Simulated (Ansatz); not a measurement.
The cluster MgSi2. Total charge 0; triplet. Geometry r2SCAN-D4/def2-TZVP.

Cartesian coordinates in Å:
```
Mg -1.0533 0.6055 -1.1927
Si -0.1772 -1.0481 0.8410
Si 1.2305 0.4426 0.3517
```

LC-ωPBE has ω = 0.4 bohr⁻¹. At PBE0-D4/def2-TZVP a singlet of charge 0 lies 0.43 eV below the triplet, each at its own geometry. The structure comes from a short search, and lower isomers may exist.

Q: Estimate the α-spin orbital energies around the gap (eV) in Ansatz with PBE-D4/def2-TZVP, r2SCAN-D4/def2-TZVP, PBE0-D4/def2-TZVP, LC-ωPBE/def2-TZVP, ωB97M-V/def2-TZVP.

A: 
```
orbital  PBE-D4/def2-TZVP  r2SCAN-D4/def2-TZVP  PBE0-D4/def2-TZVP  LC-ωPBE/def2-TZVP  ωB97M-V/def2-TZVP
HOMO−13            -94.44               -96.58             -99.93            -100.35            -102.24
HOMO−12            -94.43               -96.57             -99.92            -100.35            -102.23
HOMO−11            -94.40               -96.55             -99.88            -100.27            -102.19
HOMO−10            -94.39               -96.54             -99.88            -100.24            -102.19
 HOMO−9            -80.45               -83.60             -86.48             -86.81             -89.18
 HOMO−8            -47.59               -49.09             -51.71             -53.60             -54.07
 HOMO−7            -47.58               -49.08             -51.70             -53.59             -54.05
 HOMO−6            -47.51               -49.01             -51.66             -53.49             -54.03
 HOMO−5            -13.26               -13.84             -15.13             -18.71             -17.58
 HOMO−4             -9.09                -9.43             -10.38             -13.15             -12.49
 HOMO−3             -6.71                -6.88              -7.65             -10.14              -9.58
 HOMO−2             -5.68                -5.99              -6.73              -9.22              -8.31
 HOMO−1             -5.26                -5.41              -6.06              -8.27              -7.86
   HOMO             -4.14                -4.36              -4.89              -7.02              -6.24
   LUMO             -3.33                -3.27              -2.67              -0.79              -0.80
 LUMO+1             -2.29                -2.19              -1.58               0.31               0.27
 LUMO+2             -1.55                -1.50              -0.95               0.68               0.73
 LUMO+3             -0.64                -0.50               0.02               1.84               1.70
 LUMO+4             -0.04                 0.27               0.57               2.26               2.10
 LUMO+5              0.47                 0.95               1.20               3.08               2.59
 β HOMO             -5.09                -5.29              -5.90              -8.15              -7.55
 β LUMO             -4.53                -4.32              -3.73              -1.61              -2.09
```
